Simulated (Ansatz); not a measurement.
Basis-set extrapolation for C₃H₅F₃ (`CC(F)(F)CF`) (PBE0-D4/def2-TZVP geometry, frozen core, the Gaussian-basis code of Ansatz). Multiplicity 1, RHF reference.

```
                      def2-TZVPP   def2-QZVPP
                 HF  -415.013574  -415.031847
    MP2 correlation    -1.250738    -1.356768
CCSD(T) correlation    -1.322527      not run
```

Energies in hartree. Use E(X) = E(∞) + A·exp(−7.88·√X) for Hartree–Fock and E(X) = E(∞) + B·X^(−2.97) for correlation, with X = 3 and 4, and add CCSD(T) minus MP2 of the smaller set to the MP2 limit.

Question: What is the CCSD(T) energy at the basis-set limit?

Answer: HF limit: -415.031847 + (-0.018273) × 0.13774 = -415.03436. MP2 limit: -1.356768 + (-0.106030) × 0.74074 = -1.43531. Higher-order term: -1.322527 − (-1.250738) = -0.07179. Total: -416.54146 hartree, 128.9 kcal/mol below CCSD(T)/def2-TZVPP.
